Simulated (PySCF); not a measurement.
**PH2 (SMILES [PH2]) at U-wB97M-V/cc-pVTZ**

What is the vertical doublet–quartet gap of PH2 at U-wB97M-V/cc-pVTZ? Input form: a Python script.

The results are computed with PySCF 2.14.0.

3 further runs of the same task are left out: 3 set aside as unsound or not needed.

### Step 1. Starting point

The species is PH2 (3 atoms), meant as a doublet with charge 0. SMILES: `[PH2]`. The shape is that of a PBE0-D4/def2-TZVP optimisation.

Bond lengths: P1–H2 1.424 Å, P1–H3 1.424 Å. Angles: H2–P1–H3 91.5°.

### Step 2. The energy at U-wB97M-V/cc-pVTZ

Input file job.py:

```python
from pyscf import gto, dft

mol = gto.M(
    atom='''
P      0.993486    -0.584625     0.487946
H      0.216638     1.987028     0.334009
H     -1.210124    -1.402404    -0.821974
''',
    verbose=4,
    basis='cc-pvtz',
    unit='bohr',
    max_memory=1860,
    spin=1,
)

calc0 = dft.UKS(mol, xc='wb97m-v')
calc0.conv_tol = 1e-10
calc0.nlcgrids.level = 1
calc0.grids.level = 5
calc0.kernel()
if not calc0.converged:
    calc0 = calc0.newton().run(calc0.mo_coeff, calc0.mo_occ)

energy = calc0.e_tot
print(f'total energy: {energy:.8f} hartree')
```

Run with:

```
$ OMP_NUM_THREADS=1 python job.py
```

What it wrote:

```text
PySCF version 2.14.0

[INPUT] num. atoms = 3
[INPUT] num. electrons = 17
[INPUT] charge = 0
[INPUT] spin (= nelec alpha-beta = 2S) = 1
[INPUT] symmetry False subgroup None
[INPUT] Mole.unit = bohr
[INPUT] Symbol           X                Y                Z      unit          X                Y                Z       unit  Magmom
[INPUT]  1 P      0.525730150568  -0.309370226934   0.258209903360 AA    0.993486000000  -0.584625000000   0.487946000000 Bohr   0.0
[INPUT]  2 H      0.114639892619   1.051489935060   0.176749951042 AA    0.216638000000   1.987028000000   0.334009000000 Bohr   0.0
[INPUT]  3 H     -0.640370043187  -0.742120237303  -0.434969908769 AA   -1.210124000000  -1.402404000000  -0.821974000000 Bohr   0.0

nuclear repulsion = 11.4083845145688
number of shells = 21
number of NR pGTOs = 91
number of NR cGTOs = 62
basis = cc-pvtz
ecp = {}

[... 44 lines left out ...]
WARN: HOMO -0.205473134985349 >= LUMO -0.205473134985347
[... 42 lines left out ...]
converged SCF energy = -342.484829665726  <S^2> = 0.75274204  2S+1 = 2.0027402
total energy: -342.48482967 hartree
```

It took 17 s on 1 thread of Arm Neoverse V2, shared host; peak memory 0.34 GiB.

### Step 3. The quartet

Input file run.py:

```python
from pyscf import gto, dft

mol = gto.M(
    atom='P 0.525730 -0.309370 0.258210; H 0.114640 1.051490 0.176750; H -0.640370 -0.742120 -0.434970',
    spin=3,
    charge=0,
    verbose=3,
    max_memory=1860,
    basis='cc-pvtz',
)

mf = dft.UKS(mol)
mf.xc = 'wb97m-v'
mf.conv_tol = 1e-10
mf.grids.level = 5
mf.nlcgrids.level = 1
mf.kernel()
if not mf.converged:
    mf = mf.newton().run(mf.mo_coeff, mf.mo_occ)

etot = mf.e_tot
print('E(%s) = %.9f' % ('WB97M-V', etot))
```

Run with:

```
$ OMP_NUM_THREADS=1 python run.py
```

What it wrote:

```text
WARN: HOMO 0.0548446009769714 >= LUMO -0.330791779462818

converged SCF energy = -342.25139841387  <S^2> = 3.7519884  2S+1 = 4.0009941
E(WB97M-V) = -342.251398414
```

Run time: 17 s. Hardware: 1 thread of Arm Neoverse V2, shared host; peak memory 0.34 GiB.

### Step 4. Outcome

At U-wB97M-V/cc-pVTZ:

| quantity | value |
| --- | --- |
| doublet: total energy | -342.48483 Eh |
| doublet: dipole moment | 0.54 D |
| doublet: HOMO energy (highest over α and β) | -9.02 eV |
| doublet: LUMO energy (lowest over α and β) | -1.18 eV |
| doublet: ⟨S²⟩ | 0.753 |
| quartet: total energy | -342.25140 Eh |
| quartet: dipole moment | 0.07 D |
| quartet: HOMO energy (highest over α and β) | -4.18 eV |
| quartet: LUMO energy (lowest over α and β) | -3.35 eV |
| quartet: ⟨S²⟩ | 3.752 |
| vertical energy of the quartet above the doublet | 6.352 eV |

In words: At this shape the quartet lies 6.35 eV (613 kJ/mol) above the doublet. Mulliken charges (doublet) run from -0.13 on P1 to +0.07 on H2; they depend strongly on the basis.
